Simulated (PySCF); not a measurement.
Hydrogen fluoride, FH, SMILES F, point group C∞v.

Level: B3LYP/pcJ-1 in PySCF (density fitting, grid level 2); geometry and Hessian at that level, cubic constants and property derivatives from steps of ±0.6 along each species' dimensionless normal coordinates, second-order vibrational perturbation theory. The parent has the commonest isotopes.

Equilibrium geometry (Å):

```csv
atom,x,y,z
F1,0.4653,-0.0107,-0.0125
H2,-0.4543,0.0157,-0.0441
```

An isotope shift is δ(isotopologue) − δ(parent), that is, the negative of the change in the averaged GIAO shielding; n counts bonds from the nearest label (0: the labelled atom itself). These are computed values; those of heavy atoms are rounded to 5 ppb, about the numerical noise.

(1) What isotope shifts arise with ²H at 2?

## Answers

(1) 
```tsv
nucleus	n	0 K (ppb)	250 K (ppb)
H2	0	-83	-83
F1	1	-3385	-3385
```
